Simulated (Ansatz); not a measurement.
# AlN+ (quartet): the correlation ladder, def2-QZVPP

The task here is to estimate one member of a computed series from the others.

Program: Ansatz 0.2.0, Gaussian basis. Level of theory: def2-QZVPP, core rule «outside noble gas», up to 6 orbitals frozen. These are calculated values, not measurements.

To be run: UHF; ROHF; CCSD(T) on UHF.

2 further runs of the same task are left out: 2 set aside as unsound or not needed.

## The system

The geometry is a PBE0/def2-TZVP stationary point (not a proven minimum) of the parent state, kept for this charge and spin.

2 atoms, charge 1, spin multiplicity 4.

Atoms are counted from 1 here; the program's logs count them from 0.

Bond lengths: Al1–N2 1.789 Å.

The first run:

The input, in.yaml:

```yaml
crystal:
  periodic: [false, false, false]
  atoms:
    - {symbol: Al, position_ang: [0.000000, 0.000000, 0.000000]}
    - {symbol: N, position_ang: [0.000000, 0.000000, 1.789283]}
basis:
  gaussian: {orbitals: "def2-QZVPP.json"}
total_charge: 1
magnetization: {spin_polarized: true, initial_magnetization: 3}
hamiltonian: {xc: hf}
output: {orbitals: {seedname: orbitals}}
```

Command:

```console
$ ansatz run in.yaml --threads 1 --pin off --events-out ev --progress --plain --max-ram 2393MiB
```

Among the steps run: UHF; ROHF; CCSD(T) on UHF.

One table of the session follows, with a row left open; its other results are not shown here.

| method | from UCCSD(T) (meV) |
| --- | --- |
| ROHF | ? |
| UHF | +5152.2 |
| UMP2 | +810.8 |
| UCCSD | +200.2 |
| UCCSD(T) | 0 |

**Question.** Estimate the row for ROHF.

The run gave: from UCCSD(T) (meV): +5467.5. In the column «from UCCSD(T) (meV)» it is the highest.
